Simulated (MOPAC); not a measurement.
MOPAC input (PM3):

```
PM3 PRECISE GNORM=0.05 LET XYZ UHF MS=0.5 GEO-OK AUX(PRECISION=9) THREADS=1
C6H5

C    -0.00006527 1    1.39141257 1   -0.00447394 1
C     1.22077397 1    0.76913671 1   -0.00304165 1
C     1.20886106 1   -0.62966963 1    0.00146165 1
C     0.00006185 1   -1.31836914 1    0.00423908 1
C    -1.20880197 1   -0.62977943 1    0.00258798 1
C    -1.22084613 1    0.76902582 1   -0.00190415 1
H     2.15354861 1    1.31848741 1   -0.00524246 1
H     2.14579117 1   -1.17328202 1    0.00277323 1
H     0.00011262 1   -2.40056166 1    0.00771875 1
H    -2.14568108 1   -1.17347691 1    0.00477252 1
H    -2.15367231 1    1.31829180 1   -0.00323583 1
```

**Question.** What heat of formation does the run end on?

**Answer.** 71.07 kcal/mol.

The determinant is spin-contaminated: <S^2> is 1.16 against 0.75 for a pure state.
